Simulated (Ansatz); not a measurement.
# CH8BN: the cost of one run

All numbers below are computed with Ansatz 0.2.0 (RHF/def2-SVP).

### 1 The starting structure

Bond lengths: B1–H3 1.190 Å, B1–H4 1.190 Å, B1–N5 1.850 Å, N5–H6 1.060 Å, N5–C7 1.470 Å, C7–H8 1.110 Å, C7–H9 1.110 Å, C7–H10 1.110 Å. Angles: H3–B1–H4 120.0°, H3–B1–N5 97.0°, H4–B1–N5 101.2°, B1–N5–H6 120.0°, B1–N5–C7 120.0°, H6–N5–C7 120.0°, N5–C7–H8 109.5°, N5–C7–H9 109.5°, N5–C7–H10 109.5°, H8–C7–H9 109.4°, H8–C7–H10 109.4°, H9–C7–H10 109.4°.

As a file:

```xyz
11

B     0.0000    0.0000    0.0000
H     0.0000    0.0000    1.5400
H     1.0305    0.0000   -0.5950
H    -1.0305    0.0000   -0.5950
N     0.0773   -1.7539    0.5833
H    -0.4410   -2.5119    0.0539
C     0.8576   -2.0964    1.7812
H     0.9977   -3.1964    1.8301
H     1.8490   -1.5995    1.7321
H     0.3162   -1.7522    2.6870
H     0.0395   -0.8969    1.5631
```

### 2 Pulling towards end A

Springs on the bonds that form and break draw the guess towards this end; the thresholds are loose.

The input, input.yaml:

```yaml
crystal:
  periodic: [false, false, false]
  atoms:
    - { symbol: B, position_ang: [0.0, 0.0, 0.0] }
    - { symbol: H, position_ang: [0.0, 0.0, 1.54] }
    - { symbol: H, position_ang: [1.0305, 0.0, -0.595] }
    - { symbol: H, position_ang: [-1.0305, 0.0, -0.595] }
    - { symbol: "N", position_ang: [0.0773, -1.7539, 0.5833] }
    - { symbol: H, position_ang: [-0.441, -2.5119, 0.0539] }
    - { symbol: C, position_ang: [0.8576, -2.0964, 1.7812] }
    - { symbol: H, position_ang: [0.9977, -3.1964, 1.8301] }
    - { symbol: H, position_ang: [1.849, -1.5995, 1.7321] }
    - { symbol: H, position_ang: [0.3162, -1.7522, 2.687] }
    - { symbol: H, position_ang: [0.0395, -0.8969, 1.5631] }
basis:
  gaussian: { orbitals: def2-SVP }
hamiltonian:
  xc: hf
relax:
  f_tol: 0.15
  max_steps: 25
  restrain:
    - { distance: [0, 4], at: 2.75, k: 30.0 }
    - { distance: [10, 1], at: 1.86, k: 30.0 }
    - { distance: [0, 1], at: 1.19, k: 30.0 }
    - { distance: [10, 4], at: 1.06, k: 30.0 }
output:
  orbitals: {}
```

Launch:

```sh
> ansatz run input.yaml --threads 1 --pin off --max-ram 2048MiB --backend cpu --events-out ev --progress --plain --runs-dir out
```

What time and memory should one allow on 1 thread of Arm Neoverse V1, shared host?

About 19 s, with a peak of 0.12 GiB.
